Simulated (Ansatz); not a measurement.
# BCl+ (doublet): the correlation ladder at distance B1–Cl2 = 4.204 Å, 6-31G

Aim: climb from Hartree-Fock through coupled cluster and multireference methods for BCl+ (doublet) at one geometry and basis, and see what each rung misses.

Computed with Ansatz 0.2.0, Gaussian basis. Level: 6-31G, core rule «outside noble gas», up to 6 orbitals frozen.

To be run: UHF; CCSD(T) on ROHF; CCSD(T) on UHF; BCCD(T) on ROHF; CISD; CCSDT(Q) on ROHF; CCSDT(Q) on UHF; CISDTQ; CCSDTQ on ROHF; CCSDTQ on UHF; CASSCF and MRCISD+Q, 3 electrons in 3 orbitals; CASSCF and NEVPT2, 3 electrons in 3 orbitals; CASSCF and MRCISD+Q, 9 electrons in 8 orbitals; CASSCF and NEVPT2, 9 electrons in 8 orbitals; Full CI.

14 further runs of the same task are left out: 14 that didn't finish.

### Step 1. The system

The geometry derives from a PBE0/def2-TZVP stationary point (not a proven minimum). One bond is set to the value named and the two fragments are kept rigid.

2 atoms, charge 1, spin multiplicity 2.

Atoms are counted from 1 here; the program's logs count them from 0.

No contacts short enough for the rule that draws bonds.

### Step 2. UHF

Input file in.yaml:

```yaml
crystal:
  periodic: [false, false, false]
  atoms:
    - {symbol: B, position_ang: [0.000000, 0.000000, 0.000000]}
    - {symbol: Cl, position_ang: [0.000000, 0.000000, 4.204000]}
basis:
  gaussian: {orbitals: 6-31G}
total_charge: 1
magnetization: {spin_polarized: true, initial_magnetization: 1}
hamiltonian: {xc: hf}
output: {orbitals: {seedname: orbitals}}
```

On the command line:

```sh
$ ansatz run in.yaml --threads 1 --pin off --events-out ev --progress --plain --max-ram 2393MiB
```

After this run come: CCSD(T) on ROHF; CCSD(T) on UHF; BCCD(T) on ROHF; CISD; CCSDT(Q) on ROHF; CCSDT(Q) on UHF; CISDTQ; CCSDTQ on ROHF; CCSDTQ on UHF; CASSCF and MRCISD+Q, 3 electrons in 3 orbitals; CASSCF and NEVPT2, 3 electrons in 3 orbitals; CASSCF and MRCISD+Q, 9 electrons in 8 orbitals; CASSCF and NEVPT2, 9 electrons in 8 orbitals; Full CI.

Before running them: what should the planned runs give, taken together? Wanted: FCI below the RHF energy; RMP2 from FCI; UMP2 from FCI; RCCSD from FCI; RCCSD(T) from FCI; UCCSD(T) from FCI; RCCSDT(Q) from FCI; UCCSDT(Q) from FCI; NEVPT2 pair from FCI.

The runs gave:

```
                         quantity                                                                                                                                        value
         FCI below the RHF energy                                                                                                                                   -2.4344 eV
                    RMP2 from FCI                                                                                                                                   +933.7 meV
                    UMP2 from FCI                                                                                                                                   +931.0 meV
                   RCCSD from FCI                                                                                                                                     +9.6 meV
                RCCSD(T) from FCI                                                                                                                                     +1.4 meV
                UCCSD(T) from FCI                                                                                                                                     +1.2 meV
               RCCSDT(Q) from FCI                                                                                                                                      0.0 meV
               UCCSDT(Q) from FCI                                                                                                                                     -0.2 meV
             NEVPT2 pair from FCI                                                                                                                                   +793.6 meV
          NEVPT2 valence from FCI                                                                                                                                   +288.7 meV
        MRCISD+Q valence from FCI                                                                                                                                     +2.7 meV
levels within 1 kcal/mol (43 meV)  RCCSD, UCCSD, RCCSD(T), UCCSD(T), BCCD(T), RCCSDT, UCCSDT, CISDTQ, RCCSDT(Q), UCCSDT(Q), RCCSDTQ, UCCSDTQ, MRCISD valence, MRCISD+Q valence
                    T1 diagnostic                                                                                                                                        0.008
   effectively unpaired electrons                                                                                                                                         1.13
```

In words: RCCSD(T) lands +1.4 meV from the yardstick (0.1 % of the correlation energy). One determinant dominates. Of the multireference levels listed MRCISD+Q valence comes nearest in total energy (+2.7 meV), which doesn't show that its space is the better one. These misses are within one basis, not against nature; the frozen cores of restricted and unrestricted runs differ, which can shift their rows.
